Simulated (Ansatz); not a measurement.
BH3 (`B`), relaxed with RKS PBE-D4/def2-SVP in Ansatz 0.2.0 from a rough embedded geometry. The force threshold is 0.03 eV/Å; the program also tests the step.

Charge 0, multiplicity 1.

Start:

```xyz
4

B     0.025   -0.038   -0.008
H     0.124   -0.115   -1.151
H     0.594   -0.659    0.783
H    -0.743    0.813    0.376
```

```json
{"step": "1", "energy (eV)": "-721.5445", "largest force (eV/Å)": "1.484", "largest move (Å)": "0.000"}
{"step": "2", "energy (eV)": "-721.6378", "largest force (eV/Å)": "0.758", "largest move (Å)": "0.053"}
{"step": "3", "energy (eV)": "-721.6635", "largest force (eV/Å)": "0.016", "largest move (Å)": "0.043"}
```

End:

```xyz
4

B     0.001    0.000    0.000
H     0.155   -0.152   -1.196
H     0.617   -0.690    0.787
H    -0.773    0.843    0.409
```

Hardware: 2 threads of a server CPU on a shared host. Wall time 1 s, peak host memory 0.09 GiB.
